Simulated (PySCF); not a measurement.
Species: NH3.
Cartesian coordinates in Å at the PBE0-D3(BJ)/def2-SVP level; atoms count from 1:
```xyz
4
NH3 angstrom
N      0.0049   -0.0044    0.3031
H      0.0786   -0.9311   -0.1158
H     -0.8493    0.3981   -0.0816
H      0.7659    0.5374   -0.1057
```

All values: PBE0/pcSseg-1 (PySCF, non-relativistic), on one gas-phase PBE0-D3(BJ)/def2-SVP geometry that isn't relaxed in the solvent. The solvent is an IEF-PCM continuum (Bondi radii, 1.10 Å for H, scaled by 1.2). The model holds no explicit solvent molecules, cavitation or dispersion.

| run | E − E(gas) (kJ/mol) | HOMO (eV) | HOMO–LUMO gap (eV) | dipole (D) |
| --- | --- | --- | --- | --- |
| gas | 0.00 | -7.47 | 8.99 | 1.86 |
| P | -21.06 | -7.63 | 9.46 | 2.15 |
| Q | -15.31 | -7.58 | 9.33 | 2.07 |
| R | -21.70 | -7.64 | 9.48 | 2.15 |

Problem. The runs were made in chloroform, methanol and water. Which run belongs to which solvent?

Solution. P = methanol, Q = chloroform, R = water. The dielectric constants are 4.711 (chloroform), 32.61 (methanol), 78.36 (water), and the energy falls further as ε rises. In this model the ground state sees the solvent through ε alone.

Problem. How constant is the ratio of the lowering to (ε − 1)/(2ε + 1)?

Solution. 
| solvent | (ε − 1)/(2ε + 1) | E − E(gas) (kJ/mol) | ratio (kJ/mol) | polarisation term (kJ/mol) |
| --- | --- | --- | --- | --- |
| chloroform | 0.356 | -15.31 | -43.0 | -16.59 |
| methanol | 0.477 | -21.06 | -44.1 | -23.50 |
| water | 0.490 | -21.70 | -44.2 | -24.29 |

The ratio changes by +2.9 % in size from chloroform to water. The polarisation term is half the interaction of the solute with the induced surface charges.

Rough CPU time on one thread of a shared machine: about 1 s. This is the whole shielding run at PBE0/pcSseg-1 in water, SCF included.
